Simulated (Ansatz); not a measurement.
## H2MgOSi: where a starting geometry ends

The starting geometry of this gas-phase singlet was optimised with GFN2-xTB.

```xyz
5

Mg    0.4157    1.3692   -0.9812
O     0.3518   -0.3779   -0.2663
Si   -1.1896   -0.4658   -0.5485
H     1.4814    2.5139   -1.2383
H    -1.6541   -1.8240   -0.0745
```

**Question.** Where would you expect an optimisation with B3LYP-D3(BJ)/def2-SVP to take it?

**Answer.** A bond breaks, leaving `[MgH][O][SiH]`. Contacts that open: Mg1–Si3 (2.48 → 3.46 Å).

The energy falls by 0.57 eV over 14 steps:

```tsv
step	E − E(last) (eV)
1	0.571
2	0.352
4	0.204
5	0.142
7	0.062
8	0.022
10	0.002
11	0.001
13	0.000
14	0.000
```

Final geometry (Å):

```xyz
5

Mg    0.7820    1.4139   -0.9244
O    -0.5255    0.1756   -0.6773
Si   -1.7865   -0.8703   -0.5010
H     1.9767    2.5732   -1.1617
H    -1.0414   -2.0771    0.1556
```

The end wasn't checked by frequencies. Run with Ansatz 0.2.0, 17 s on 1 thread of Arm Neoverse V2 (shared host).
